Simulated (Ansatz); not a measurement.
Input file:

```yaml
crystal:
  periodic: [false, false, false]
  atoms:
    - {symbol: C, position_ang: [0.000000, 0.000000, 0.000000]}
    - {symbol: H, position_ang: [0.000000, 0.000000, 1.586000]}
basis:
  gaussian: {orbitals: cc-pVTZ}
magnetization: {spin_polarized: true, initial_magnetization: 1}
correlation: {method: ccsdt_q, electrons: outside_noble_gas}
```

```sh
$ ansatz run in.yaml --threads 1 --pin off --events-out ev --progress --plain --max-ram 2393MiB
```

Log:

```
490 factors; integrals over basis functions are off by at most 1.9e-7 eV
mean field evaluation 1: about -1039.3890 eV, gradient 7.8e0 eV
mean field evaluation 2: about -1039.3892 eV, gradient 7.8e0 eV
mean field evaluation 4: about -1040.0217 eV, gradient 1.1e0 eV
mean field evaluation 8: about -1040.0551 eV, gradient 3.5e-1 eV
mean field evaluation 16: about -1040.1040 eV, gradient 9.9e-3 eV
mean field evaluation 32: about -1039.9513 eV, gradient 3.2e0 eV
mean field evaluation 64: about -1040.1040 eV, gradient 4.3e-3 eV
mean field evaluation 96: about -1040.1040 eV, gradient 7.7e-3 eV
mean field evaluation 128: about -1040.1040 eV, gradient 6.8e-5 eV
mean field evaluation 160: about -1039.2640 eV, gradient 8.7e-3 eV
...
mean field -1040.12455404 eV, -38.2238723390 hartree, gradient 3.1e-6 eV, S^2 1.080616; 11 other end points of the search recorded, 0 dependent functions left out
determinant -1040.12455404 eV, -38.2238723390 hartree, with singles and doubles -1043.76617859 eV, -38.3576995732 hartree
determinant -1039.26404036 eV, -38.1922490447 hartree, with singles and doubles -1042.01109690 eV, -38.2932015104 hartree
determinant -1038.88576760 eV, -38.1783477771 hartree, with singles and doubles -1041.92231859 eV, -38.2899389679 hartree
determinant -1037.14378889 eV, -38.1143312405 hartree, with singles and doubles -1040.65390865 eV, -38.2433257625 hartree
determinant -1040.10395641 eV, -38.2231153903 hartree, with singles and doubles -1043.82042771 eV, -38.3596931915 hartree
1 core orbitals not correlated: weight in the atoms' cores, before any rotation towards them, 1.000 or more for the frozen orbitals, at most 0.000 for the correlated occupied ones
reference -1040.12455404 eV, -38.2238723390 hartree; 3, 2 occupied and 40, 41 virtual orbitals, 490 factors
second order -2.57673740 eV of doubles, -0.00000000 eV of singles
...
cycle  19  -3.78201425 eV  change   -7.5e-5 eV  update   2.8e-5
cycle  20  -3.78207414 eV  change   -6.0e-5 eV  update   1.3e-5
cycle  21  -3.78208239 eV  change   -8.3e-6 eV  update   6.4e-6
cycle  22  -3.78207681 eV  change    5.6e-6 eV  update   3.2e-6
cycle  23  -3.78207375 eV  change    3.1e-6 eV  update   1.9e-6
cycle  24  -3.78207184 eV  change    1.9e-6 eV  update   1.1e-6
cycle  25  -3.78207144 eV  change    4.0e-7 eV  update   6.7e-7
cycle  26  -3.78207126 eV  change    1.8e-7 eV  update   4.7e-7
cycle  27  -3.78207091 eV  change    3.5e-7 eV  update   3.6e-7
cycle  28  -3.78207059 eV  change    3.2e-7 eV  update   3.0e-7
perturbative correction -0.00409763 eV, -0.0001505853 hartree
Total energy: -1043.91072226 eV, -38.3630114548 hartree
```

The determinant's ⟨S²⟩ is 1.08 against 0.75 for a pure state. The T1 diagnostic is 0.110.

Ran on 1 thread of Arm Neoverse V1, shared host: 9.5 s wall, 0.17 GiB peak host memory.
